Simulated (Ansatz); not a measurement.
Saddle point of AlH5S, closed shell (AlH₃S ([AlH2][SH]) + H₂ → AlH₃ + H₂S (still joined by a long Al–S bond); bonds formed: Al1–H6, S2–H5; bonds broken: H5–H6; bonds weakened to dative contacts: Al1–S2), PBE0-D4/def2-TZVP structure:

| atom | x (Å) | y (Å) | z (Å) |
| --- | --- | --- | --- |
| Al1 | -0.8639 | 0.1292 | -0.1192 |
| S2 | 1.4856 | -0.0100 | -0.7231 |
| H3 | -1.6852 | -0.4933 | -1.3155 |
| H4 | -1.1363 | 1.4733 | 0.6666 |
| H5 | 0.6697 | -0.8460 | 0.3286 |
| H6 | -0.3325 | -1.1010 | 0.9221 |
| H7 | 1.8628 | 0.8476 | 0.2405 |

Energies are electronic, without zero-point energy. Barriers and step energies count from the start structure reached by relaxing down the imaginary mode; all methods use the PBE0-D4 structures, on which another method's saddle can fall below an end. Computed with Ansatz 0.2.0 (basis: def2-TZVPP, with def2-QZVPP for the basis limit); correlated methods freeze the cores. B3LYP uses VWN-RPA correlation. Extrapolation: Hartree–Fock as exp(−7.88 √X), correlation as X^−2.97.

| method | barrier (kJ/mol) | step energy (kJ/mol) |
| --- | --- | --- |
| SPW92 | 58.9 | 40.7 |
| PBE-D4 | 82.6 | 50.2 |
| BLYP-D4 | 96.2 | 51.6 |
| r2SCAN-D4 | 89.7 | 52.2 |
| B97M-V | 90.2 | 39.7 |
| PBE0-D4 | 93.3 | 48.5 |
| B3LYP-D4 | 103.4 | 49.8 |
| r2SCAN0-D4 | 98.8 | 50.9 |
| BHLYP-D4 | 117.1 | 47.5 |
| CAM-B3LYP-D4 | ? | 46.0 |
| wB97X-V | ? | 47.1 |
| wB97M-V | 112.0 | 50.9 |
| B2PLYP | 110.6 | 52.3 |
| PBE-QIDH | 106.7 | 50.7 |
| RPA on PBE | ? | 45.1 |
| HF | 150.4 | 45.9 |
| MP2 | 116.1 | 57.2 |
| CCSD | 119.4 | 48.0 |
| CCSD(T) | 113.9 | 49.8 |

Q: Fill in the withheld barriers. (An estimate is asked for; the value comes from the calculation.)

A: The calculation gives: wB97X-V 110.9; RPA on PBE 110.3; CAM-B3LYP-D4 107.1 kJ/mol. Each is the energy of the saddle less that of the start structure, by the same method.

For comparison, the barrier by CCSD(T) at an estimated basis limit (MP2 extrapolated from triple and quadruple zeta, plus CCSD(T) − MP2 in triple zeta) is 115.1 kJ/mol.

T1 diagnostic: at most 0.012.

Labels in which every atom is bracketed show which atoms are joined, not bond orders.

For scale, one of the runs: CCSD(T)/def2-TZVPP, 154 basis functions, launched by `ansatz run in.yaml --threads 2 --pin off --events-out ev --progress --plain --max-ram 4352MiB`. Hardware: 2 CPU threads of an Arm Neoverse V2, shared host. Wall time 8.5 s; peak host memory 0.91 GiB.
